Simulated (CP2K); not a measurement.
**SiPH5 (SMILES [SiH3]P) at PW91-D4/TZVP-MOLOPT-GTH (core potential, ngrids 5)**

Aim: the energy change on altering one bond length of SiPH5 at PW91-D4/TZVP-MOLOPT-GTH (core potential, ngrids 5), from 2 runs. Input form: an ASE script.

The results are computed with CP2K 2026.2.

2 further runs of the same task are left out: 1 that didn't finish, 1 set aside as unsound or not needed.

### 1 The system as given

SiPH5 has 7 atoms, charge 0, and is taken as a singlet. As SMILES, `[SiH3]P`. The shape is that of a GFN2-xTB optimisation.

Bond lengths: Si1–P2 2.234 Å, Si1–H3 1.462 Å, Si1–H4 1.462 Å, Si1–H5 1.465 Å, P2–H6 1.383 Å, P2–H7 1.383 Å. Angles: Si1–P2–H6 95.7°, Si1–P2–H7 95.8°, P2–Si1–H3 106.9°, P2–Si1–H4 106.8°, P2–Si1–H5 113.1°, H6–P2–H7 92.2°, H3–Si1–H4 111.1°, H3–Si1–H5 109.5°, H4–Si1–H5 109.5°.

### 2 Energy and gradient at PW91-D4/TZVP-MOLOPT-GTH (core potential, ngrids 5)

File molecule.xyz:

```xyz
7

Si    -0.640830    -0.361550    -0.395920
P      1.061310    -0.009120     1.007680
H     -1.825500    -0.602940     0.426340
H     -0.298920    -1.544330    -1.184630
H     -0.890510     0.768910    -1.293660
H      0.664680     1.260240     1.387120
H      1.929760     0.488790     0.053060
```

File run.py:

```python
import numpy as np
from ase.io import read
from ase.calculators.cp2k import CP2K

atoms = read("molecule.xyz")
atoms.set_cell([10.8, 9.8, 9.7])
atoms.center()
cp2k_input = """
&FORCE_EVAL
  METHOD Quickstep
  &DFT
    BASIS_SET_FILE_NAME BASIS_MOLOPT
    POTENTIAL_FILE_NAME GTH_POTENTIALS
    ! Quickstep
    &QS
      METHOD GAPW
      EPS_DEFAULT 1.0E-10
    &END QS
    &MGRID
      CUTOFF 250
      REL_CUTOFF 60
      NGRIDS 5
    &END MGRID
    &POISSON
      PERIODIC NONE
      POISSON_SOLVER MULTIPOLE
    &END POISSON
    ! SCF settings
    &SCF
      SCF_GUESS ATOMIC
      EPS_SCF 1.0E-06
      MAX_SCF 30
      &OT
        MINIMIZER DIIS
        PRECONDITIONER FULL_ALL
      &END OT
      &OUTER_SCF
        EPS_SCF 1.0E-06
        MAX_SCF 5
      &END OUTER_SCF
    &END SCF
    ! functional
    &XC
      &XC_FUNCTIONAL
        &GGA_X_PW91
        &END GGA_X_PW91
        &GGA_C_PW91
        &END GGA_C_PW91
      &END XC_FUNCTIONAL
      &VDW_POTENTIAL
        POTENTIAL_TYPE PAIR_POTENTIAL
        &PAIR_POTENTIAL
          TYPE DFTD4
          REFERENCE_FUNCTIONAL PW91
        &END PAIR_POTENTIAL
      &END VDW_POTENTIAL
    &END XC
    &PRINT
      &MOMENTS
        PERIODIC F
        REFERENCE COM
        MAX_MOMENT 1
      &END MOMENTS
      &MO_CUBES
        NLUMO 5
        NHOMO -1
        WRITE_CUBE F
      &END MO_CUBES
      &HIRSHFELD OFF
      &END HIRSHFELD
    &END PRINT
  &END DFT
  ! structure
  &SUBSYS
    &KIND Si
      BASIS_SET TZVP-MOLOPT-GTH-q4
      POTENTIAL GTH-PBE-q4
    &END KIND
    &KIND P
      BASIS_SET TZVP-MOLOPT-GTH-q5
      POTENTIAL GTH-PBE-q5
    &END KIND
    &KIND H
      BASIS_SET TZVP-MOLOPT-GTH-q1
      POTENTIAL GTH-PBE-q1
    &END KIND
  &END SUBSYS
&END FORCE_EVAL
"""
cp2k = CP2K(command="cp2k.psmp -s", label="job", inp=cp2k_input, basis_set=None, basis_set_file=None, potential_file=None, pseudo_potential=None, xc=None, cutoff=None, max_scf=None, charge=None, uks=False,
            force_eval_method=None, print_level="LOW", poisson_solver=None, stress_tensor=False)
atoms.calc = cp2k
print("E / eV:", round(atoms.get_potential_energy(), 6))
forces = atoms.get_forces()
print(np.array2string(forces, precision=5, suppress_small=True))
print("largest force / (eV/A): %.4f" % np.linalg.norm(forces, axis=1).max())
```

On the command line:

```console
$ OMP_NUM_THREADS=1 python run.py
```

What it wrote:

```text
E / eV: -366.549421
[[ 0.25393  0.26149  0.06543]
 [ 0.05521 -1.13249  0.71096]
 [-0.39502 -0.13681  0.20771]
 [ 0.02307 -0.39838 -0.24163]
 [-0.1384   0.29115 -0.29723]
 [-0.36333  0.84509  0.27254]
 [ 0.56364  0.26877 -0.71796]]
largest force / (eV/A): 1.3383
```

job.out:

```text
CP2K| version string:                                       CP2K version 2026.2
 CP2K| Input file name                                                   job.inp

[... 76 lines left out ...]
  Decoupling Energy:                                               0.0078027886
[... 11 lines left out ...]
  Decoupling Energy:                                               0.0000367912
[... 11 lines left out ...]
  Decoupling Energy:                                               0.0000279579
[... 11 lines left out ...]
  Decoupling Energy:                                               0.0000278678
[... 11 lines left out ...]
  Decoupling Energy:                                               0.0000278893
[... 21 lines left out ...]
  Total energy:                                               -13.47044393638097
[... 26 lines left out ...]
  Decoupling Energy:                                               0.0000278902
[... 27 lines left out ...]
 -------------------------------------------------------------------------------
```

It took 25 s on 1 thread of Intel Xeon 6975P-C (Granite Rapids), shared host; peak memory 0.56 GiB.

### 3 The distorted shape, same level

File molecule.xyz:

```xyz
7

Si    -0.814510    -0.461126    -0.205008
P      0.887630    -0.108696     1.198592
H     -1.999180    -0.702516     0.617252
H     -0.472600    -1.643906    -0.993718
H     -1.064190     0.669334    -1.102748
H      0.491000     1.160664     1.578032
H      1.929760     0.488790     0.053060
```

File job.py:

```python
import numpy as np
from ase.io import read
from ase.calculators.cp2k import CP2K

atoms = read("molecule.xyz")
atoms.set_cell([10.9, 9.8, 9.7])
atoms.center()
template = """
&FORCE_EVAL
 METHOD QUICKSTEP
 &DFT
  BASIS_SET_FILE_NAME BASIS_MOLOPT
  POTENTIAL_FILE_NAME GTH_POTENTIALS
  CHARGE 0
  MULTIPLICITY 1
  &QS
   METHOD GAPW
   EPS_DEFAULT 1.0E-10
  &END QS
  &MGRID
   CUTOFF 250
   REL_CUTOFF 60
   NGRIDS 5
  &END MGRID
  &POISSON
   PERIODIC NONE
   POISSON_SOLVER MULTIPOLE
  &END POISSON
  &SCF
   SCF_GUESS ATOMIC
   EPS_SCF 1.0E-06
   MAX_SCF 30
   &OT ON
    MINIMIZER DIIS
    PRECONDITIONER FULL_ALL
   &END OT
   &OUTER_SCF
    EPS_SCF 1.0E-06
    MAX_SCF 5
   &END OUTER_SCF
  &END SCF
  &XC
   &XC_FUNCTIONAL
    &GGA_X_PW91
    &END GGA_X_PW91
    &GGA_C_PW91
    &END GGA_C_PW91
   &END XC_FUNCTIONAL
   &VDW_POTENTIAL
    POTENTIAL_TYPE PAIR_POTENTIAL
    &PAIR_POTENTIAL
     TYPE DFTD4
     REFERENCE_FUNCTIONAL PW91
    &END PAIR_POTENTIAL
   &END VDW_POTENTIAL
  &END XC
  &PRINT
   &MOMENTS
    PERIODIC F
    REFERENCE COM
    MAX_MOMENT 1
   &END MOMENTS
   &MO_CUBES
    NLUMO 5
    NHOMO -1
    WRITE_CUBE F
   &END MO_CUBES
   &HIRSHFELD OFF
   &END HIRSHFELD
  &END PRINT
 &END DFT
 &SUBSYS
  &KIND Si
   BASIS_SET TZVP-MOLOPT-GTH-q4
   POTENTIAL GTH-PBE-q4
  &END KIND
  &KIND P
   BASIS_SET TZVP-MOLOPT-GTH-q5
   POTENTIAL GTH-PBE-q5
  &END KIND
  &KIND H
   BASIS_SET TZVP-MOLOPT-GTH-q1
   POTENTIAL GTH-PBE-q1
  &END KIND
 &END SUBSYS
&END FORCE_EVAL
"""
calculator = CP2K(command="cp2k.psmp -s", label="job", inp=template, basis_set=None, basis_set_file=None, potential_file=None, pseudo_potential=None, xc=None, cutoff=None, max_scf=None, charge=None, uks=False,
            force_eval_method=None, print_level="LOW", poisson_solver=None, stress_tensor=False)
atoms.calc = calculator
e = atoms.get_potential_energy()
f = atoms.get_forces()
print(f"energy = {e:.6f} eV")
print("forces (eV/angstrom):")
for s, v in zip(atoms.get_chemical_symbols(), f):
    print(f"{s:2s} {v[0]:10.5f} {v[1]:10.5f} {v[2]:10.5f}")
```

On the command line:

```console
$ OMP_NUM_THREADS=1 python job.py
```

What it wrote:

```text
energy = -366.193988 eV
forces (eV/angstrom):
Si    0.27871    0.29858   -0.02836
P     2.32979    0.02126   -1.66766
H    -0.39753   -0.14025    0.23067
H     0.02044   -0.39756   -0.22904
H    -0.14722    0.28449   -0.28630
H    -0.32810    0.89447    0.20370
H    -1.75674   -0.96169    1.77648
```

job.out:

```text
CP2K| version string:                                       CP2K version 2026.2
 CP2K| Input file name                                                   job.inp

[... 76 lines left out ...]
  Decoupling Energy:                                               0.0268650023
[... 15 lines left out ...]
  Decoupling Energy:                                               0.0000491805
[... 15 lines left out ...]
  Decoupling Energy:                                               0.0000297038
[... 15 lines left out ...]
  Decoupling Energy:                                               0.0000298271
[... 24 lines left out ...]
  Dispersion energy:                                           -0.00348047250397
[... 37 lines left out ...]
  Exchange-correlation energy:                                 -4.56433148542464
[... 32 lines left out ...]
  Decoupling Energy:                                               0.0000298344
[... 27 lines left out ...]
 -------------------------------------------------------------------------------
```

Run time: 28 s. Hardware: 1 thread of Intel Xeon 6975P-C (Granite Rapids), shared host; peak memory 0.56 GiB.

### 4 Summary of results

At PW91-D4/TZVP-MOLOPT-GTH (core potential, ngrids 5):

```
                                                         quantity         value
                                        first shape: total energy  -13.47044 Eh
                                       first shape: dipole moment        0.76 D
                                         first shape: HOMO energy      -6.43 eV
                                         first shape: LUMO energy      -0.37 eV
                                       first shape: HOMO–LUMO gap       6.06 eV
                                   first shape: dispersion energy  -9.17 kJ/mol
                                    distorted shape: total energy  -13.45738 Eh
                                   distorted shape: dipole moment        0.72 D
                                     distorted shape: HOMO energy      -6.49 eV
                                     distorted shape: LUMO energy      -1.17 eV
                                   distorted shape: HOMO–LUMO gap       5.32 eV
                               distorted shape: dispersion energy  -9.14 kJ/mol
energy change with the P2–H7 bond stretched from 1.383 to 1.660 Å      0.355 eV
```

In words: With the P2–H7 bond stretched from 1.383 to 1.660 Å the energy rises by 0.36 eV (8.2 kcal/mol). The first shape isn't relaxed at this level, so the change isn't measured from a minimum.
